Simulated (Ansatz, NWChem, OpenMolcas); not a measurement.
S2 (sulfur dimer): the vertical ionisation energy, rung by rung

S2 has 2 atoms, charge 0, and is taken as a triplet. As SMILES, `S=S`. Geometry: the measured bond length.

| atom | x (Å) | y (Å) | z (Å) |
| --- | --- | --- | --- |
| S | 0.0000 | 0.0000 | 0.0000 |
| S | 0.0000 | 0.0000 | 1.8892 |

Quantity: the vertical ionisation energy (to the doublet cation), in eV. The values are calculated.

| level | kind | program | value (eV) | less CCSD(T)/cc-pVTZ | CPU time (all runs) |
| --- | --- | --- | --- | --- | --- |
| USVWN5/cc-pVTZ | LDA | Ansatz | 9.54 | +0.25 | 3 s |
| U-revPBE/cc-pVTZ | GGA | OpenMolcas | 9.42 | +0.13 | 53 s |
| UM06-L/cc-pVTZ | meta-GGA | OpenMolcas | 9.55 | +0.26 | 2.1 min |
| UCAM-B3LYP/cc-pVTZ | range-separated hybrid | NWChem | 9.73 | +0.44 | 63 s |
| UB2PLYP/cc-pVTZ | double hybrid | NWChem | 9.40 | +0.11 | 44 s |
| UPBE-QIDH/cc-pVTZ | double hybrid | Ansatz | 9.92 | +0.63 | 14 s |
| ROCCSD(T)/cc-pVTZ | coupled cluster or CI | OpenMolcas | 9.29 | 0.00 | 20 s |
| UCCSD(T)/cc-pVTZ | coupled cluster or CI | Ansatz | 9.36 | +0.07 | 10 s |

ROCCSD(T)/cc-pVTZ is the highest level here, not the true value. The values span 9.29 to 9.92 eV. Spin contamination of the reference (⟨S²⟩ at least 0.1 too high) touches UPBE-QIDH/cc-pVTZ, UCCSD(T)/cc-pVTZ. Times are those of the runs behind each value, whatever else they computed, on shared processors of several kinds: orders of magnitude only.
